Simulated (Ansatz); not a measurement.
**C₂H₃Cl (SMILES C=CCl): functionals against CCSD(T) at one geometry**

An exercise on one series of results from a longer session: the logs are not shown, and one member is left open.

Method: single points in def2-TZVPP; program: Ansatz 0.2.0, Gaussian basis.

Correlated methods freeze the cores. B3LYP uses VWN-RPA correlation.

**Starting geometry**

SMILES `C=CCl`, 6 atoms, charge 0, spin multiplicity 1.

Atoms are counted from 1 here; the program's logs count them from 0.

Bond lengths: C1–C2 1.333 Å, C1–H4 1.099 Å, C1–H5 1.060 Å, C2–Cl3 1.735 Å, C2–H6 1.080 Å. Angles: C2–C1–H4 121.2°, C2–C1–H5 119.0°, H4–C1–H5 119.8°, C1–C2–Cl3 122.3°, C1–C2–H6 123.8°, Cl3–C2–H6 113.8°.

Coordinates:

```xyz
6
C2H3Cl
C    -0.4568    0.2014   -0.5575
C     0.3730   -0.0089    0.4645
Cl    0.9005   -1.5982    0.9196
H    -0.8526   -0.6351   -1.1507
H    -0.7346    1.1960   -0.7973
H     0.8215    0.7821    1.0472
```

The first run:

run/in.yaml

```yaml
crystal:
  periodic: [false, false, false]
  atoms:
    - {symbol: C, position_ang: [-0.456800, 0.201400, -0.557500]}
    - {symbol: C, position_ang: [0.373000, -0.008900, 0.464500]}
    - {symbol: Cl, position_ang: [0.900500, -1.598200, 0.919600]}
    - {symbol: H, position_ang: [-0.852600, -0.635100, -1.150700]}
    - {symbol: H, position_ang: [-0.734600, 1.196000, -0.797300]}
    - {symbol: H, position_ang: [0.821500, 0.782100, 1.047200]}
basis:
  gaussian: {orbitals: def2-TZVPP}
correlation: {method: ccsd_t}
output: {forces: true}
```

No record of the launch command was kept for these runs.

Among the steps run: CCSD(T)/def2-TZVPP; PBE0-D4/def2-TZVPP; wB97M-V/def2-TZVPP; r2SCAN-D4/def2-TZVPP; PBE-D4/def2-TZVPP; wB97X-V/def2-TZVPP; B3LYP-D4/def2-TZVPP.

One table of the session follows, with a row left open; its other results are not shown here.

| method | RMS force component (eV/Å) | angle to CCSD(T) forces (°) | dipole (D) |
| --- | --- | --- | --- |
| CCSD(T) | 0.368 | reference | 1.41 |
| PBE0-D4 | 0.492 | 33.5 | 1.42 |
| wB97M-V | 0.484 | 35.6 | 1.42 |
| r2SCAN-D4 | ? | ? | ? |
| PBE-D4 | 0.434 | 24.3 | 1.30 |
| wB97X-V | 0.487 | 32.9 | 1.48 |
| B3LYP-D4 | 0.452 | 31.8 | 1.39 |

**Question.** Estimate the row for r2SCAN-D4.

**Answer.** RMS force component (eV/Å): 0.448; angle to CCSD(T) forces (°): 27.4; dipole (D): 1.40. In the column «RMS force component (eV/Å)» it lies between PBE-D4 (0.434) and B3LYP-D4 (0.452).
